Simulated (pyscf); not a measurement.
This saddle point was located with ωB97X-D3(BJ)/def2-SVP in PySCF.

```
Ga
H 1 1.5420
F 1 1.9709 2 113.61
H 3 1.1906 1 65.97 2 -111.20
H 4 1.0329 3 147.34 1 1.16
Cl 1 2.1343 2 125.83 5 -143.35
```
Charge 0, spin multiplicity 1.

Surface: singlet, charge 0. Lowest wavenumbers (cm⁻¹): 1115i, 143, 380, 446, 509.

Problem. Which two sides does it connect, and which bonds change?

Solution. Cl–GaH₂ (SMILES [Cl][GaH2]) + HF (SMILES F) ⇌ F–GaH–Cl (SMILES [F][GaH][Cl]) + H₂ (SMILES [H][H]), a four-centre exchange read from left to right: Ga–H, F–H broken and F–Ga, H–H formed. At ωB97M-D3(BJ)/def2-TZVP it lies +7.2 kcal/mol from the left side and +24.3 kcal/mol from the right (each side as separated species at their lowest minima found). On the reactant side the descent ends in an adduct with a F–Ga contact, 11.1 kcal/mol under the separated species and 17.1 kcal/mol under the saddle at ωB97X-D3(BJ)/def2-TZVP. What is counted as formed (F–Ga) is already present as a longer contact in the reactant adduct; forming that adduct is a step of its own. At the saddle there is also a short Ga–H contact that neither side keeps. This is the saddle that the search found; another between the same sides may lie lower. Elements up to Kr have no core potential and no relativistic terms here.
